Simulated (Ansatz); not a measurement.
Species: C$_{2}$H$_{6}$O, SMILES `CCO` (C–C–O–H torsion 59°) (charge 0, multiplicity 1).

Q: Give a relaxed geometry from B3LYP-D3(BJ)/def2-TZVP (Ansatz, a quantum-chemistry and plane-wave program).

A: Several could match; the one computed here: the end point of this relaxation, one of several conformers (outside a Z-matrix the atoms follow the SMILES, hydrogens last).
Cartesian coordinates (Å) in one orientation:
```xyz
9

C     -0.882    -0.116     0.235
C      0.436     0.424    -0.296
O      1.409    -0.597    -0.499
H     -1.283    -0.876    -0.436
H     -1.617     0.686     0.332
H     -0.751    -0.566     1.223
H      0.826     1.200     0.374
H      0.292     0.882    -1.275
H      1.570    -1.036     0.343
```
